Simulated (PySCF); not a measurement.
Species: C₄H₁₀OP (charge +1).
Geometry (GFN2-xTB, Å), atoms numbered from 1 in this order:
```
atom  x, y, z in Å
C1     1.7450   -1.2145   -0.4893
C2     1.0500   -0.1948    0.0057
C3     1.3857    1.2550   -0.1213
P4    -0.4627   -0.5359    0.9282
C5    -1.9677   -0.3297   -0.0927
O6    -1.8395    1.0350   -0.3960
H7     1.4531   -2.2435   -0.3502
H8     2.6458   -1.0476   -1.0566
H9     0.5348    1.8148   -0.5087
H10    2.2329    1.3911   -0.7873
H11    1.6419    1.6710    0.8539
H12   -0.4376   -1.7946    1.4834
H13   -0.6081    0.3782    1.9429
H14   -2.8702   -0.5590    0.4926
H15   -1.9355   -0.9734   -0.9840
H16   -2.5754    1.3567   -0.9321
```

Computed with TDDFT B3LYP/def2-SVPD, vertical, gas phase, core orbitals frozen in the response in PySCF 2.14.0, density-fitted response routines.

Ground-to-excited transition dipoles (e·a0, same axes as the geometry; the sign carries no meaning), for the states with f of 0.002 or more among the lowest 8:

| state | E (eV) | μx | μy | μz |
| --- | --- | --- | --- | --- |
| S1 | 6.212 | -0.538 | 0.357 | 0.218 |
| S2 | 6.373 | 0.683 | -0.494 | -0.334 |
| S3 | 6.786 | -0.124 | 0.126 | 0.144 |
| S4 | 7.016 | 0.284 | -0.073 | -0.118 |
| S5 | 7.247 | 0.106 | -0.053 | 0.053 |
| S8 | 7.648 | 0.277 | -0.543 | -0.133 |

Problem. Work out the oscillator strengths.

Solution. f = (2/3) ΔE |μ|² with ΔE in hartree (27.2114 eV).

```csv
state,|μ|² (au),|μ| (D),f
S1,0.465,1.73,0.071
S2,0.822,2.30,0.128
S3,0.052,0.58,0.009
S4,0.100,0.80,0.017
S5,0.017,0.33,0.003
S8,0.389,1.59,0.073
```

Problem. Which bond between heavy atoms lies closest to the direction of the S2 transition dipole?

Solution. C1–C2, at 18° from it; next C2–P4 at 44°.

Problem. What angle do the transition dipoles of S1 and S2 make?

Solution. |cos θ| = |μa·μb| / (|μa| |μb|) = 1.00, so θ ≈ 4° (taken between 0 and 90°, since the signs are arbitrary).

Problem. How is the summed strength of these states shared among x, y and z?

Solution. (2/3) Σ ΔE μα² gives 0.150 for x, 0.117 for y and 0.034 for z, 0.301 in all.

Problem. What peak molar absorption coefficient would the strongest computed level give as a lone Gaussian band 0.5 eV wide at half height?

Solution. ε(max) = 2.175×10⁸ f / FWHM, with the width in cm⁻¹. S2: 2.175×10⁸ × 0.1283 / 4033 ≈ 6900 L mol⁻¹ cm⁻¹.

The run took about 70 s of CPU time (one thread, shared machine).

One conformer stands for the species.
